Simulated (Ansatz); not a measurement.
**fcc Cu, cohesive energy**

Reference value: 3.52 eV/atom (measured, zero-point vibration energy added; as tabulated in Harl et al. (2010), doi:10.1103/physrevb.81.115126).

Q: Which of these levels comes closest to the reference?
A) r²SCAN0 (Ansatz (a first-principles code))
B) PBE (Ansatz)
C) rVV10 (Ansatz)
D) Hartree–Fock (Ansatz)

A: B, PBE (Ansatz)

```
level (code)           value (eV/atom)  cell (Å³/atom)  error (eV/atom)
---------------------  ---------------  --------------  ---------------
PBE (Ansatz)                      3.52           11.95             0.00
rVV10 (Ansatz)                    3.74           12.13            +0.22
r²SCAN0 (Ansatz)                  3.28           11.63            -0.24
Hartree–Fock (Ansatz)             0.91           15.75            -2.61
```

Of the ranked levels PBE (0.00 eV/atom) comes nearest. Farthest off among them: Hartree–Fock (-2.61 eV/atom). Of the ranked levels only PBE lands within 0.1 eV/atom.

Free atoms are spin-polarised, in the lowest state found; at levels without +SOC their spin–orbit coupling is left out.  Hartree–Fock: the cell is over a tenth larger than the published one: the level's own overestimate first of all, though another phase or state, or a fault of the published cell, is possible. Each level is taken at its own relaxed cell. Cutoffs and k meshes differ between the levels. Ansatz's density-functional and Hartree–Fock values are scalar-relativistic unless marked +SOC, with PAW data made under PBE.

Differences are worked out from the printed values.
